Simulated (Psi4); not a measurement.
# r2SCAN/DZP (density fitting, Cartesian functions) run of HO2S− (SMILES O=[SH][O-])

Wanted: a geometry optimisation of HO2S−. The job is set up through a Python script.

The calculation is run with Psi4 1.11.

## (1) The system as given

HO2S− has 4 atoms, charge -1, and is taken as a singlet. As SMILES, `O=[SH][O-]`. The start is not the relaxed shape. The run starts from this shape.

Bond lengths: O1–S2 1.485 Å, S2–O3 1.783 Å, S2–H4 1.617 Å. Angles: O1–S2–O3 112.7°, O1–S2–H4 101.0°, O3–S2–H4 101.0°.

## (2) A structure relaxation at r2SCAN/DZP (density fitting, Cartesian functions)

Input file ho2s.xyz:

```xyz
4
HO2S
O     -1.439531     0.208062     0.614979
S     -0.440381    -0.165548    -0.418141
O      1.007500    -0.941190     0.274450
H      0.148479     1.286492    -0.817581
```

Input file run.py:

```python
import psi4

psi4.set_memory(1600000000)
psi4.set_num_threads(1)
psi4.set_output_file('psi4.out', False)

with open('ho2s.xyz') as f:
    atoms = ''.join(f.readlines()[2:])
mol = psi4.geometry('-1 1\n' + atoms + '')

psi4.set_options({
    'scf_type': 'df',
    'geom_maxiter': 60,
})

result, w = psi4.optimize("r2scan/DZP", return_wfn=True)
print(f'r2scan/DZP energy: {result:.10f} Eh')
print(mol.to_string(dtype='xyz', units='Angstrom'))
for k, v in sorted(psi4.core.scalar_variables().items()):
    print(f'{k:45s} {v:18.10f}')
```

Run with:

```bash
python run.py
```

What values should one expect? Wanted: total energy at the end; HOMO energy; LUMO energy; HOMO–LUMO gap.

Answer, from the run:

At r2SCAN/DZP (density fitting, Cartesian functions):

| quantity | value |
| --- | --- |
| total energy at the end | -549.14492 Eh |
| HOMO energy | 1.36 eV |
| LUMO energy | 6.30 eV |
| HOMO–LUMO gap | 4.95 eV |

In words: At the final geometry: Bond lengths: O1–S2 1.521 Å, S2–O3 1.521 Å, S2–H4 1.464 Å. Angles: O1–S2–O3 114.6°, O1–S2–H4 101.1°, O3–S2–H4 101.1°. The HOMO of this anion lies above zero, so its frontier levels hang on the basis. The optimisation took 9 steps and changed the energy by -1.038 eV. The HOMO lies at positive energy, 1.36 eV, as semi-local functionals often give for anions: either the electron is unbound or self-interaction and a compact basis push the level up; values depend on the basis.
